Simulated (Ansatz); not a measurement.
A nudged elastic band was laid between two geometries of C2H7B (10 atoms, charge 0, multiplicity 1).

These are results of UKS PBE0-D4/6-31G* (Ansatz 0.2.0), not measurements.

* movable images: 5
* climbing image: yes
* spring: 0.1 eV/Å²
* optimiser: quadratic models (default)
* start path: through a guess of the saddle point
* force threshold: 0.05 eV/Å
* iteration limit: 60
* end points: relaxed

Initial state:

```xyz
10
Properties=species:S:1:pos:R:3
C -0.947 0.838 -0.581
B 0.098 -0.317 -0.434
C 0.902 -0.646 0.868
H -1.917 0.419 -0.888
H -0.659 1.497 -1.414
H -1.100 1.452 0.313
H 0.303 -1.008 -1.403
H 0.744 -1.696 1.152
H 0.678 -0.011 1.732
H 1.980 -0.579 0.657
```

Final state:

```xyz
10
Properties=species:S:1:pos:R:3
C -0.884 0.875 -0.605
B 0.109 -0.327 -0.457
C 0.842 -0.691 0.877
H -1.897 0.437 -0.618
H -0.788 1.399 -1.563
H -0.860 1.600 0.215
H 0.318 -1.014 -1.426
H 0.898 -1.771 1.055
H 0.455 -0.192 1.771
H 1.890 -0.367 0.754
```

Problem. What changes between the two ends?

Solution. No bond is made or broken.

Problem. Give the energies along the band, and the barrier.

Solution. It converged. The highest image is number 0 of 0 to 6, 0.000 eV above the first end and 0.002 eV above the last; the last end lies 0.002 eV below the first. The highest image is an end point: on this band no image between the ends rises above it.

```
image  path coordinate (Å)  energy (eV)
    0                 0.00        0.000
    1                 0.28       -0.001
    2                 0.56       -0.001
    3                 0.76        0.000
    4                 0.87       -0.001
    5                 1.06       -0.002
    6                 1.27       -0.002
```

Run time: 99 s on 1 thread of Intel(R) Xeon(R) 6975P-C (Granite Rapids), on a shared host, peak memory 0.16 GiB.
